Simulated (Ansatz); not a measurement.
`C#CCC(=O)O`. The species carries charge 0 and has multiplicity 1.

```xyz
10

C     2.2383   -0.3071    1.1089
C     1.3212    0.0072    0.4052
C     0.2279    0.3996   -0.4574
C    -1.1075   -0.2027   -0.0789
O    -1.3267   -0.9429    0.8328
O    -2.0545    0.2190   -0.9356
H     3.0459   -0.5928    1.7405
H     0.1081    1.4882   -0.4637
H     0.4322    0.1211   -1.4967
H    -2.8850   -0.1899   -0.6550
```

Task: List the harmonic frequencies (cm⁻¹, unscaled) at PBE0-D4/def2-TZVP in Ansatz. (Estimate.)

Result: The calculation gave: 49, 147, 327, 367, 470, 521, 659, 659, 682, 696, 875, 953, 1017, 1159, 1227, 1299, 1404, 1431, 1871, 2260, 3059, 3093, 3485, 3790.

Task: Is this a minimum?

Result: Yes, all 24 modes are real.

Task: Give the ideal-gas thermochemistry at 298.15 K and 1 bar (rigid rotor, harmonic oscillator; point group Cs, symmetry number 1).

Result: Zero-point energy 188.4 kJ/mol; H(298) − E = 207.2 kJ/mol; entropy 329.8 J/(mol·K), of which translation 164.1, rotation 110.6, vibration 55.1; G(298) − E = 108.8 kJ/mol. Modes under 100 cm⁻¹ are hindered rotations or soft bends, so the harmonic entropy is rough.

Task: And at 400, 500, 600, 800 and 1000 K?

Result: 
```tsv
T (K)	H − E (kJ/mol)	S (J/mol/K)	G − E (kJ/mol)
400	218.1	361.3	73.6
500	230.7	389.3	36.1
600	244.8	415.0	-4.2
800	276.3	460.1	-91.8
1000	311.0	498.8	-187.8
```
